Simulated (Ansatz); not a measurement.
# H2S with SiH3F: superposition error and deformation, part 3 of 3

Ansatz 0.2.0, Gaussian basis.

**25. B97M-V/def2-TZVPPD**

The inputs:

free-a/in.yaml

```yaml
crystal:
  periodic: [false, false, false]
  atoms:
    - {symbol: S, position_ang: [0.251716, -0.534669, -2.340132]}
    - {symbol: H, position_ang: [0.954078, 0.604100, -2.435613]}
    - {symbol: H, position_ang: [-0.849270, 0.114708, -1.933506]}
basis:
  gaussian: {orbitals: "def2-TZVPPD.json"}
hamiltonian: {xc: {name: B97M-V}}
```

free-b/in.yaml

```yaml
crystal:
  periodic: [false, false, false]
  atoms:
    - {symbol: Si, position_ang: [-0.042956, -0.056593, 1.362710]}
    - {symbol: F, position_ang: [-1.166576, 0.726797, 0.536053]}
    - {symbol: H, position_ang: [1.284426, 0.443846, 0.934619]}
    - {symbol: H, position_ang: [-0.173315, -1.503439, 1.070668]}
    - {symbol: H, position_ang: [-0.258106, 0.205251, 2.805200]}
basis:
  gaussian: {orbitals: "def2-TZVPPD.json"}
hamiltonian: {xc: {name: B97M-V}}
```

Each run has its own folder and the same command.

On the command line:

```bash
$ ansatz run in.yaml --threads 4 --pin off --events-out ev --progress --plain --max-ram 9574MiB
```

Log of free-a, shortened:

```text
Functional definition: B97M-V
  name "B97M-V"
  cite "Mardirossian & Head-Gordon, J. Chem. Phys. 142, 074111 (2015) doi:10.1063/1.4907719"
  cite "Becke, J. Chem. Phys. 107, 8554 (1997) doi:10.1063/1.475007"
  cite "Vydrov & Van Voorhis, J. Chem. Phys. 133, 244103 (2010) doi:10.1063/1.3521275"
  # Of w^i u^j: cxij and so on, Table III.
[...]
  gx(w, u) = cx00 + cx01*u + cx02*u^2 + (cx10 + cx11*u)*w
[...]
  gos(w, u) = cos00 + cos01*u + cos03*u^3 + cos10*w + cos32*w^3*u^2
[...]
      + integral(e_c_pw_mod_opposite_spin*gos(b97_w_opposite, b97_u_opposite)) + vv10(b, c)
436 factors; their error is unknown
[...]
mean field -10865.58997991 eV, -399.3030668003 hartree, gradient 3.4e-5 eV, S^2 0.000000; 0 other end points of the search recorded, 0 dependent functions left out
reference -10865.59005111 eV, -399.3030694170 hartree; 9, 9 occupied and 76, 76 virtual orbitals, 436 factors
Total energy: -10865.59005111 eV, -399.3030694170 hartree
```

Output in free-b, shortened:

```text
[... 5 set-up lines as earlier in the session ...]
  # Of w^i u^j: cxij and so on, Table III.
[...]
  gx(w, u) = cx00 + cx01*u + cx02*u^2 + (cx10 + cx11*u)*w
[...]
  gos(w, u) = cos00 + cos01*u + cos03*u^3 + cos10*w + cos32*w^3*u^2
[...]
      + integral(e_c_pw_mod_opposite_spin*gos(b97_w_opposite, b97_u_opposite)) + vv10(b, c)
679 factors; their error is unknown
[...]
mean field -10643.22186658 eV, -391.1311893619 hartree, gradient 7.0e-5 eV, S^2 0.000000; 0 other end points of the search recorded, 0 dependent functions left out
reference -10643.22192868 eV, -391.1311916439 hartree; 13, 13 occupied and 126, 126 virtual orbitals, 679 factors
Total energy: -10643.22192868 eV, -391.1311916439 hartree
```

Times: 0.7 s (free-a), 1.6 s (free-b) on 4 threads of AMD EPYC 7R43, shared host.

**26. HSE06-D4/def2-TZVPPD**

Each input of step 25 (free-a, free-b) changes in the same lines:

```diff
-hamiltonian: {xc: {name: B97M-V}}
+hamiltonian: {xc: hse06, dispersion: d4}
```

Each run has its own folder and the same command.

On the command line:

```bash
$ ansatz run in.yaml --threads 4 --pin off --events-out ev --progress --plain --max-ram 9574MiB
```

Output in free-a, shortened:

```text
[... 6 set-up lines as earlier in the session ...]
[...]
474 factors; their error is unknown
41 factors; integrals over basis functions are off by at most 9.4e-5 eV
[...]
mean field -10864.30226435 eV, -399.2557441263 hartree, gradient 1.1e-5 eV, S^2 0.000000; 0 other end points of the search recorded, 0 dependent functions left out
reference -10864.30231073 eV, -399.2557458308 hartree; 9, 9 occupied and 76, 76 virtual orbitals, 474 factors
Total energy: -10864.31343253 eV, -399.2561545492 hartree
```

free-b printed, shortened:

```text
[... 6 set-up lines as earlier in the session ...]
[...]
696 factors; their error is unknown
66 factors; integrals over basis functions are off by at most 3.4e-6 eV
[...]
mean field -10639.88692104 eV, -391.0086323739 hartree, gradient 8.7e-5 eV, S^2 0.000000; 0 other end points of the search recorded, 0 dependent functions left out
reference -10639.88696343 eV, -391.0086339315 hartree; 13, 13 occupied and 126, 126 virtual orbitals, 696 factors
Total energy: -10639.92232794 eV, -391.0099335533 hartree
```

Times: 0.3 s (free-a), 0.85 s (free-b) on 4 threads of AMD EPYC 7R43, shared host.

**27. CCSD(T)/def2-TZVPPD**

Each input of step 26 (free-a, free-b) changes in the same lines:

```diff
-hamiltonian: {xc: hse06, dispersion: d4}
+correlation: {method: ccsd_t}
```

Each run has its own folder and the same command.

On the command line:

```bash
$ ansatz run in.yaml --threads 4 --pin off --events-out ev --progress --plain --max-ram 9574MiB
```

free-a printed, shortened:

```text
[... 4 set-up lines as earlier in the session ...]
[...]
471 factors; integrals over basis functions are off by at most 8.8e-4 eV
[...]
mean field -10849.41078284 eV, -398.7084922748 hartree, gradient 4.3e-6 eV, S^2 0.000000; 0 other end points of the search recorded, 0 dependent functions left out
5 core orbitals not correlated: weight in the atoms' cores, before any rotation towards them, 1.000 or more for the frozen orbitals, at most 0.000 for the correlated occupied ones
reference -10849.41078284 eV, -398.7084922748 hartree; 4, 4 occupied and 76, 76 virtual orbitals, 471 factors
second order -5.23512512 eV of doubles, -0.00000000 eV of singles
cycle   1  -5.71315479 eV  change   -4.8e-1 eV  update   4.9e-2
[...]
cycle   8  -5.89245735 eV  change    3.6e-6 eV  update   7.4e-6
perturbative correction -0.22659369 eV, -0.0083271646 hartree
Total energy: -10855.52983389 eV, -398.9333632530 hartree
```

Log of free-b, shortened:

```text
[... 4 set-up lines as earlier in the session ...]
[...]
796 factors; integrals over basis functions are off by at most 1.5e-3 eV
[...]
mean field -10618.77262724 eV, -390.2326963886 hartree, gradient 1.6e-6 eV, S^2 0.000000; 0 other end points of the search recorded, 0 dependent functions left out
6 core orbitals not correlated: weight in the atoms' cores, before any rotation towards them, 1.000 or more for the frozen orbitals, at most 0.000 for the correlated occupied ones
reference -10618.77262724 eV, -390.2326963886 hartree; 7, 7 occupied and 126, 126 virtual orbitals, 796 factors
second order -10.47650113 eV of doubles, -0.00000000 eV of singles
cycle   1  -10.73963715 eV  change   -2.6e-1 eV  update   7.2e-2
[...]
cycle   9  -11.06912619 eV  change   -3.5e-6 eV  update   6.5e-6
perturbative correction -0.29294944 eV, -0.0107656932 hartree
Total energy: -10630.13470287 eV, -390.6502449663 hartree
```

Wall times: 0.45 s (free-a), 2 s (free-b) on 4 threads of AMD EPYC 7R43, shared host; peak memory 0.57 GiB.

**28. The split**

```
      method  interaction with counterpoise (meV)  without  superposition error  deformation  binding energy
      PBE-D4                                 -103     -106                    3           -1            -104
   revPBE-D4                                  -88      -91                    3           -2             -91
     BLYP-D4                                  -87      -90                    3           -2             -89
   r2SCAN-D4                                  -94      -97                    3            2             -92
      B97M-V                                  -92      -95                    2            4             -88
     PBE0-D4                                 -100     -103                    3            2             -98
    B3LYP-D4                                  -94      -98                    3            1             -94
    HSE06-D4                                  -99     -102                    3            2             -97
     wB97X-V                                  -90      -93                    3            1             -89
     wB97M-V                                  -92      -95                    4            1             -91
      B2PLYP                                  -39      -46                    7            1             -38
Hartree-Fock                                    7        4                    3            7              14
         MP2                                  -72      -89                   17            1             -70
        CCSD                                  -58      -75                   17            3             -56
     CCSD(T)                                  -70      -88                   18            2             -68
```

**29. Summary of results**

This closing draws on all 3 parts.

| quantity | value |
| --- | --- |
| interaction, CCSD(T) | -70 meV |
| superposition error | 18 meV |
| deformation | 2 meV |
| binding energy | -68 meV |

In words: In this basis the superposition error is 18 meV for CCSD(T) and 3 meV on average for the plain functionals: correlated methods borrow far more, since they need many more functions to converge. Deformation takes back 2 % of the interaction. The free shapes are PBE0-D4 minima, so other methods can show a small negative deformation energy.
